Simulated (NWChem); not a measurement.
System: methanol (CH4O); SMILES CO

Here is an NWChem input.

```
start job
memory heap 200 mb stack 900 mb global 1100 mb
geometry units angstroms noautoz
  C     -0.008646    -0.653372     0.000000
  O     -0.088605     0.753386     0.000000
  H      0.498838    -1.043144    -0.891172
  H     -1.031349    -1.031536     0.000000
  H      0.498838    -1.043144     0.891172
  H      0.802500     1.108225     0.000000
end
basis spherical
  C library def2-svp
  O library def2-svp
  H library def2-svp
end
dft
  xc xwpbe 1.00 cpbe96 1.0 hfexch 1.00
  cam 0.5 cam_alpha 0.0 cam_beta 1.0
  iterations 150
  vectors input atomic output neutral.movecs
end
task dft energy
charge 1
dft
  odft
  mult 2
  vectors input atomic output cation.movecs
end
task dft energy
```

Output (shortened):

```
             Northwest Computational Chemistry Package (NWChem) 7.3.0
             --------------------------------------------------------

 CS  symmetry detected

                             Geometry "geometry" -> ""
                             -------------------------

 Output coordinates in angstroms (scale by  1.889725989 to convert to a.u.)

  No.       Tag          Charge          X              Y              Z
 ---- ---------------- ---------- -------------- -------------- --------------
    1 C                    6.0000    -0.01029004    -0.65875761     0.00000000
    2 O                    8.0000    -0.08770041     0.74814294     0.00000000
    3 H                    1.0000     0.49648701    -1.04944833    -0.89117200
    4 H                    1.0000    -1.03367645    -1.03506824     0.00000000
    5 H                    1.0000     0.49648701    -1.04944833     0.89117200
    6 H                    1.0000     0.80404596     1.10136702     0.00000000

 Effective nuclear repulsion energy (a.u.)      40.4597096426

      Symmetry information
      --------------------

 Group name             Cs
 Group number              2
 Group order               2
 No. of unique centers     5

  pbe96 is a nonlocal functional; adding pw91lda local functional.

                                 NWChem DFT Module
                                 -----------------

 Summary of "ao basis" -> "ao basis" (spherical)
 ------------------------------------------------------------------------------
       Tag                 Description            Shells   Functions and Types
 ---------------- ------------------------------  ------  ---------------------
 C                          def2-svp                 6       14   3s2p1d
 O                          def2-svp                 6       14   3s2p1d
 H                          def2-svp                 3        5   2s1p

      Symmetry analysis of basis
      --------------------------

        a'         33
        a"         15

            General Information
            -------------------
          SCF calculation type: DFT
          Wavefunction type:  closed shell.
          No. of atoms     :     6
          No. of electrons :    18
           Alpha electrons :     9
            Beta electrons :     9
          Charge           :     0
          Spin multiplicity:     1
          Use of symmetry is: on ; symmetry adaption is: on
          Maximum number of iterations: 150
          AO basis - number of functions:    48
                     number of shells:    24
          Convergence on energy requested:  1.00D-06
          Convergence on density requested:  1.00D-05
          Convergence on gradient requested:  5.00D-04

              XC Information
              --------------
                     Hartree-Fock (Exact) Exchange  1.000
                     LC-wPBE(h)Exchange Functional  1.000
            Perdew 1991 LDA Correlation Functional  1.000 local
           PerdewBurkeErnz. Correlation Functional  1.000 non-local

           Range-Separation Parameters
           ---------------------------
           Alpha           :  0.00
           Beta            :  1.00
           Gamma           :  0.50
           Short-Range HF  :     F

             Grid Information
             ----------------
          Grid used for XC integration:  medium
          Radial quadrature: Mura-Knowles
          Angular quadrature: Lebedev.
          Tag              B.-S. Rad. Rad. Pts. Rad. Cut. Ang. Pts.
          ---              ---------- --------- --------- ---------
          C                   0.70       49           7.0       434
          O                   0.60       49           7.0       434
          H                   0.35       45           9.0       434
          Grid pruning is: on
          Number of quadrature shells:   233
          Spatial weights used:  Erf1

      Superposition of Atomic Density Guess
      -------------------------------------

 Sum of atomic energies:        -114.31308043

      Non-variational initial energy
      ------------------------------

 Total energy =    -115.221190
 1-e energy   =    -234.950721
 2-e energy   =      79.269821
 HOMO         =      -0.375444
 LUMO         =       0.098488

      Symmetry analysis of molecular orbitals - initial
      -------------------------------------------------

  Numbering of irreducible representations:

     1 a'          2 a"

  Orbital symmetries:

     1 a'          2 a'          3 a'          4 a'          5 a'
     6 a"          7 a'          8 a'          9 a"         10 a'
    11 a'         12 a'         13 a"         14 a'         15 a'
    16 a"         17 a'         18 a'         19 a'

   convergence    iter        energy       DeltaE   RMS-Dens  Diis-err
 ---------------- ----- ----------------- --------- --------- ---------
 d= 0,ls=0.0,diis     1   -115.5333543273 -1.56D+02  1.00D-02  3.67D-01
 d= 0,ls=0.0,diis     2   -115.5575794219 -2.42D-02  4.13D-03  1.55D-01
 d= 0,ls=0.0,diis     3   -115.5706671247 -1.31D-02  8.64D-04  6.74D-03
 d= 0,ls=0.0,diis     4   -115.5713368393 -6.70D-04  1.82D-04  1.35D-04
 d= 0,ls=0.0,diis     5   -115.5713544268 -1.76D-05  5.67D-05  9.50D-06
  Resetting Diis
 d= 0,ls=0.0,diis     6   -115.5713558589 -1.43D-06  1.67D-05  5.43D-07
 d= 0,ls=0.0,diis     7   -115.5713559569 -9.80D-08  4.00D-06  1.35D-08

         Total DFT energy =     -115.571355956900
      One electron energy =     -237.242077610301
           Coulomb energy =       96.666018164177
    Exchange-Corr. energy =      -15.455006153337
 Nuclear repulsion energy =       40.459709642561

 Numeric. integr. density =       17.999999366278

                  Occupations of the irreducible representations
                  ----------------------------------------------

                     irrep           alpha         beta
                     --------     --------     --------
                     a'                7.0          7.0
                     a"                2.0          2.0

                       DFT Final Molecular Orbital Analysis
                       ------------------------------------

 Vector    7  Occ=2.000000D+00  E=-5.683310D-01  Symmetry=a'
              MO Center= -2.9D-01, -1.7D-01, -4.3D-17, r^2= 1.5D+00
   Bfn.  Coefficient  Atom+Function         Bfn.  Coefficient  Atom+Function
  ----- ------------  ---------------      ----- ------------  ---------------
    19      0.358155  2 O  py                 4     -0.303239  1 C  px
    34      0.300604  4 H  s                  5     -0.273898  1 C  py
    22      0.204218  2 O  py                 7     -0.149269  1 C  px
    18     -0.117414  2 O  px                17      0.100930  2 O  s
     8     -0.099422  1 C  py                21     -0.092378  2 O  px

 Vector    8  Occ=2.000000D+00  E=-4.673724D-01  Symmetry=a'
              MO Center= -1.7D-01,  1.5D-01,  1.2D-16, r^2= 1.7D+00
   Bfn.  Coefficient  Atom+Function         Bfn.  Coefficient  Atom+Function
  ----- ------------  ---------------      ----- ------------  ---------------
    18      0.407983  2 O  px                 4     -0.276475  1 C  px
    21      0.263519  2 O  px                17     -0.248691  2 O  s
    34      0.249853  4 H  s                 19     -0.206975  2 O  py
    44      0.206381  6 H  s                 22     -0.165773  2 O  py
    16     -0.159217  2 O  s                 29     -0.153666  3 H  s

 Vector    9  Occ=2.000000D+00  E=-4.076728D-01  Symmetry=a"
              MO Center=  3.4D-02,  3.1D-01, -3.6D-16, r^2= 1.4D+00
   Bfn.  Coefficient  Atom+Function         Bfn.  Coefficient  Atom+Function
  ----- ------------  ---------------      ----- ------------  ---------------
    20      0.575947  2 O  pz                23      0.449630  2 O  pz
    29      0.214402  3 H  s                 39     -0.214402  5 H  s
     6     -0.203439  1 C  pz                30      0.128914  3 H  s
    40     -0.128914  5 H  s                  9     -0.039572  1 C  pz
    11      0.032573  1 C  d -1              48      0.028275  6 H  pz

 Vector   10  Occ=0.000000D+00  E= 1.596003D-01  Symmetry=a'
              MO Center=  7.3D-01,  8.4D-02, -1.3D-14, r^2= 4.5D+00
   Bfn.  Coefficient  Atom+Function         Bfn.  Coefficient  Atom+Function
  ----- ------------  ---------------      ----- ------------  ---------------
     3      1.842543  1 C  s                 45     -0.983501  6 H  s
    30     -0.936667  3 H  s                 40     -0.936667  5 H  s
    35     -0.635349  4 H  s                 17      0.608790  2 O  s
     8     -0.471940  1 C  py                21      0.267025  2 O  px
     5     -0.167617  1 C  py                18      0.156764  2 O  px

 Vector   11  Occ=0.000000D+00  E= 2.018847D-01  Symmetry=a'
              MO Center=  1.6D-01, -3.7D-01, -5.1D-15, r^2= 5.5D+00
   Bfn.  Coefficient  Atom+Function         Bfn.  Coefficient  Atom+Function
  ----- ------------  ---------------      ----- ------------  ---------------
     3      2.199277  1 C  s                 35     -1.246952  4 H  s
    45      0.940292  6 H  s                 30     -0.916852  3 H  s
    40     -0.916852  5 H  s                 17     -0.810349  2 O  s
    21     -0.264429  2 O  px                 2      0.188083  1 C  s
     7     -0.177772  1 C  px                 8     -0.168561  1 C  py

 Vector   12  Occ=0.000000D+00  E= 2.406289D-01  Symmetry=a'
              MO Center= -5.8D-01, -1.1D+00, -5.2D-17, r^2= 3.7D+00
   Bfn.  Coefficient  Atom+Function         Bfn.  Coefficient  Atom+Function
  ----- ------------  ---------------      ----- ------------  ---------------
    35      1.925470  4 H  s                  7      1.269921  1 C  px
    30     -0.982756  3 H  s                 40     -0.982756  5 H  s
     4      0.348230  1 C  px                 8      0.267095  1 C  py
    17     -0.255958  2 O  s                  3      0.220125  1 C  s
    21     -0.178183  2 O  px                22      0.122857  2 O  py

[...]
```

Level: LC-wPBE (HJS exchange hole, range parameter 0.5 per bohr)/def2-SVP, vertical spin-unrestricted ions. Geometry: optimised at PBE0-D3(BJ)/def2-TZVP.
